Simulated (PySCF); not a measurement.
# Propynyl Isocyanide (C₄H₃N): electronic excitations and core binding energies

What electronic excitations and core binding energies should Propynyl Isocyanide (C₄H₃N) (`[C-]#[N+]C#CC`) show?

Computed with PySCF 2.14.0, with density-fitted response routines of our own, on a single molecule in the gas phase. Atoms are numbered from 0 throughout.

**1. Starting geometry**

8 atoms, charge 0, multiplicity 1; geometry from: GFN2-xTB.

Bonds of the start (Å): C0–N1 1.17, N1–C2 1.30, C2–C3 1.20, C3–C4 1.44, C4–H5 1.09, C4–H6 1.09, C4–H7 1.09.

**2. Excited states and response: B3LYP/def2-SVPD**

What the job is given:

```
{"job": {"kind": "uv", "xc": "B3LYP", "basis": "def2-SVPD", "nstates": 8, "ntriplets": 3}, "charge": 0, "multiplicity": 1}
C      3.557909     0.355858    -0.131408
N      2.403303     0.240836     0.033349
C      1.126168     0.113416     0.215616
C     -0.060915    -0.004921     0.385157
C     -1.479447    -0.146436     0.587615
H     -2.003742     0.706743     0.157283
H     -1.834480    -1.058965     0.108789
H     -1.699740    -0.197118     1.653869
```

Method: TDDFT B3LYP/def2-SVPD, vertical, gas phase, core orbitals frozen in the response.

**Question.** This job is followed by: delta-SCF UKS SCAN, pcX-2 on the ionised atom, pcseg-1 elsewhere, spin-free X2C. What will the session give for the following? lowest singlet (B3LYP/def2-SVPD); brightest single state of those computed; lowest triplet; C1s binding energies, SCAN/pcX-2 (standing for 3 of 4 atoms); N1s binding energies, SCAN/pcX-2.

The runs gave:

| quantity | value |
| --- | --- |
| lowest singlet (B3LYP/def2-SVPD) | 5.18 eV (239 nm), f = 0.000 |
| brightest single state of those computed | state 8, 7.83 eV, f = 1.541 |
| lowest triplet | 4.31 eV |
| C1s binding energies, SCAN/pcX-2 (standing for 3 of 4 atoms) | C2 292.22, C4 292.13, C3 291.20 eV |
| N1s binding energies, SCAN/pcX-2 | N1 407.30 eV |

**Reading.** The first singlet state (HOMO→LUMO 0.37, HOMO−1→LUMO+1 0.37) lies at 5.18 eV and is dark; of the 8 states computed, the strongest absorption comes from state 8 at 7.83 eV (the last computed, so partners may be missing). The lowest triplet lies 0.87 eV below the lowest singlet (triplets in Tamm-Dancoff, singlets in full TDDFT). The C1s levels kept as sound span 1.02 eV, from C3 (alkyne carbon) up to C2 (alkyne carbon). Only 3 of the 4 C atoms are covered by sound results.
